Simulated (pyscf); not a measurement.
This saddle point was located with ωB97X-D3(BJ)/def2-SVP in PySCF.

```xyz
9

O     -2.0007     0.0097     1.0851
B     -1.5449    -1.1269     0.7881
O     -0.7445    -1.8484     0.1352
H     -1.0180     0.4345     0.1463
C     -0.0966     0.6461    -0.7622
H     -0.3271    -0.5853    -0.3764
H      0.9254     0.2636    -0.9242
H     -0.5853     0.8358    -1.7252
H      0.0604     1.5917    -0.2170
```

Surface: singlet, charge 0. Lowest wavenumbers (cm⁻¹): 1739i, 55, 374, 469, 473.

**Question.** Which two sides does it connect, and which bonds change?

**Answer.** `[O]=[B][OH]` + `[CH4]` ⇌ `[O]=[B][OH]` + `[CH4]`, a concerted two-bond exchange read from left to right: H–O, C–H broken and H–O, C–H formed. At CCSD(T)/def2-TZVPP + ΔMP2(QZVPP) it lies +252.3 kJ/mol from the left side and +252.3 kJ/mol from the right (each side as separated species at their lowest minima found). The same reactants have a lower exit, to H₃C–B(OH)–OH (barrier +187.4 kJ/mol at ωB97M-D3(BJ)/def2-TZVP, against +241.5 kJ/mol here). This is the saddle that the search found; another between the same sides may lie lower. The CCSD(T) − MP2 part came from Ansatz, without density fitting, on the same reference.
